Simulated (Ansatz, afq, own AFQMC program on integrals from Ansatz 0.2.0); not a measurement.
# Where AFQMC and coupled cluster stand for CuNH4O, singlet

```csv
atom,x (Å),y (Å),z (Å)
N,-1.0422,0.6203,-0.1997
Cu,0.6618,-0.2684,0.0233
O,2.2722,-1.0056,0.1470
H,-1.8023,-0.0402,-0.3701
H,-1.0292,1.2648,-0.9923
H,-1.3041,1.1682,0.6214
H,2.2440,-1.7391,0.7704
```

Basis def2-TZVP. Noble-gas cores (and the filled d shells of Ga–Kr and In–Xe) are frozen. Ansatz 0.2.0 and our own AFQMC program on the same integrals; the CISD trial comes from CCSD amplitudes, and released means the phaseless constraint is let go. Uncertainties: one standard error, sampling alone. The metal's outer-core s and p shells are frozen, which shifts wave-function levels against functionals.

Determinant: RHF, the one that the program's search chose, which needn't be the lowest solution. The geometry is a PBE0/def2-SVP stationary point of this or a neighbouring charge and spin state.

No full CI on the walks' own integrals is used here. The released AFQMC energy serves as the reference, which it does only where one determinant dominates, the energy is flat over the last release times and near the phaseless one (40 meV or 2 meV an electron, half that with transition metals). On small molecules, where full CI could be run and the noise was under 10 meV, such values lay within 10 meV of it in 19 cases of 20, a flattering rate, since the rule was set on those same cases; what remains of the bias isn't in the error bar.

Cautions: no relativity below Rb; outer-core shells of the metal frozen; the released value is read at 0.90 1/Eh with a noise of 29 meV, more than in the cases checked (meV from the phaseless value at times in 1/Eh: -1 ± 20 at 0.21, 5 ± 20 at 0.42, 4 ± 28 at 0.63, 25 ± 29 at 0.90); released reference can be 30 meV off for metals.

```
T1 diagnostic                               : 0.0260
weight of the determinant in the CISD state : 0.800
size of the correlated space                : 26 electrons in 120 orbitals
```

Reference: AFQMC with the constraint released, correlation energy -24.927 ± 0.029 eV.

| level | E − E(reference) (kJ/mol) | share of correlation (%) |
| --- | --- | --- |
| HF | 2405.1 ± 2.8 | 0.00 |
| MP2 | -57.7 ± 2.8 | 102.40 |
| CCSD | 90.0 ± 2.8 | 96.26 |
| CCSD(T) | 2.9 ± 2.8 | 99.88 |
| ph-AFQMC/HF | -29.8 ± 4.8 | 101.24 |
| ph-AFQMC/CISD | -2.4 ± 3.2 | 100.10 |

Released energies are given only where the last usable release times agree within the noise; a slower fall can still hide under it.
